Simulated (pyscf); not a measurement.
# Addition across a multiple bond or ene-type step: `[O]=[B][OH]` + `[NH3]` → `[NH2][B]([OH])[OH]`

Gas phase, singlet surface, charge 0. Bonds broken: N5–H6. Bonds formed: B2–N5, O3–H6. Optimised with ωB97X-D3(BJ)/def2-SVP in PySCF. MP2 and CC: frozen core, UHF for open shells. ΔMP2 is the change of the MP2 total energy from the triple- to the quadruple-zeta basis.

Transition state (Å):

```xyz
8

O     -0.4189     1.0811    -0.6817
B      0.2087     0.2008     0.1543
O      1.4021     0.0660     0.6431
H     -1.3442     0.8808    -0.8426
N     -0.5266    -1.0766     0.8261
H      0.6427    -0.9730     1.1363
H     -0.7971    -1.8641     0.2369
H     -1.2286    -0.9250     1.5503
```

One imaginary mode, 1477i cm⁻¹; descent along it reached the two sides named, in the forms told below.

| bond | change | reactant side (Å) | saddle | product side |
|---|---|---|---|---|
| N5–H6 | breaks | 1.022 | 1.214 | 2.543 |
| B2–N5 | forms | 1.815 | 1.620 | 1.430 |
| O3–H6 | forms | 2.393 | 1.378 | 0.960 |

Electronic energies relative to the separated reactants (kcal/mol):

```json
[
 {"level": "ωB97X-D3(BJ)/def2-TZVP", "barrier": "5.0", "reaction energy": "-46.6", "reverse barrier": "51.6"},
 {"level": "PBE/def2-TZVP", "barrier": "1.6", "reaction energy": "-42.6", "reverse barrier": "44.2"},
 {"level": "r²SCAN/def2-TZVP", "barrier": "2.1", "reaction energy": "-46.6", "reverse barrier": "48.7"},
 {"level": "B3LYP-D3(BJ)/def2-TZVP", "barrier": "6.6", "reaction energy": "-43.7", "reverse barrier": "50.3"},
 {"level": "PBE0-D3(BJ)/def2-TZVP", "barrier": "1.2", "reaction energy": "-48.1", "reverse barrier": "49.3"},
 {"level": "M06-2X/def2-TZVP", "barrier": "3.5", "reaction energy": "-48.6", "reverse barrier": "52.0"},
 {"level": "ωB97M-D3(BJ)/def2-TZVP", "barrier": "5.5", "reaction energy": "-45.3", "reverse barrier": "50.8"},
 {"level": "HF/def2-TZVP", "barrier": "19.0", "reaction energy": "-46.1", "reverse barrier": "65.1"},
 {"level": "MP2/def2-QZVPP", "barrier": "6.1", "reaction energy": "-44.6", "reverse barrier": "50.7"},
 {"level": "CCSD/def2-TZVPP", "barrier": "8.5", "reaction energy": "-46.1", "reverse barrier": "54.6"},
 {"level": "CCSD(T)/def2-TZVPP", "barrier": "6.7", "reaction energy": "-45.3", "reverse barrier": "52.0"},
 {"level": "CCSD(T)/def2-TZVPP + ΔMP2(QZVPP)", "barrier": "6.9", "reaction energy": "-45.3", "reverse barrier": "52.2"}
]
```

With CCSD(T)/def2-TZVPP + ΔMP2(QZVPP) energies and thermal terms (ideal gas, 1 atm, RRHO with modes under 100 cm⁻¹ raised to 100, one conformer, R ln 2 for chiral ones without a mode under 150 cm⁻¹), in kcal/mol:

| T (K) | ΔH‡ | ΔG‡ | ΔH | ΔG |
|---|---|---|---|---|
| 298 | 6.2 | 17.0 | -43.0 | -32.7 |
| 600 | 6.1 | 28.1 | -42.4 | -22.4 |
| 900 | 6.7 | 39.0 | -41.3 | -12.6 |
| 1200 | 7.5 | 49.7 | -40.1 | -3.2 |

On the reactant side the descent ends in an adduct with a B–N contact, 8.5 kcal/mol under the separated species and 13.4 kcal/mol under the saddle at ωB97X-D3(BJ)/def2-TZVP. On the product side the descent ends in a point that may be a rotor saddle (no frequency run), 3.3 kcal/mol over the lowest minimum found and 48.3 kcal/mol under the saddle at ωB97X-D3(BJ)/def2-TZVP. What is counted as formed (B–N) is already present as a longer contact in the reactant adduct; forming that adduct is a step of its own. This is the saddle that the search found; another between the same sides may lie lower. The CCSD(T) − MP2 part came from Ansatz, without density fitting, on the same reference.
